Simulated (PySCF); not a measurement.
# C3H4FP: the cost of one run

Programs: PySCF 2.14.0, with routines of our own; each step states its level. All values are computed. Atoms count from 0.

## 1. The system as given

9 atoms, charge 0, multiplicity 1; geometry from: GFN2-xTB.

## 2. Geometry optimisation at PBE0-D3(BJ)/def2-SVP

Job settings and geometry (Å):

```
{"job": {"xc": "PBE0", "basis": "def2-SVP", "d3": "d3bj", "grid": 1, "kind": "geom"}, "charge": 0, "multiplicity": 1}
C     -1.555957    -0.152418     0.045803
C     -0.273286    -0.211408    -0.315317
C      0.800298     0.357329     0.450146
F      0.426174     0.977987     1.592124
P      2.459281     0.352149     0.114384
H     -1.861962     0.337327     0.954899
H     -2.331809    -0.591413    -0.555970
H      0.027882    -0.704940    -1.229428
H      2.322941    -0.358620    -1.081822
```

Started as:

```bash
OMP_NUM_THREADS=1 python excited_run.py task.json out
```

This one command runs all jobs of the session in turn.

Q: Estimate the wall time and peak memory of this first job on 1 thread of Arm Neoverse V1, shared host.

About 16 s, with a peak of 0.51 GiB.
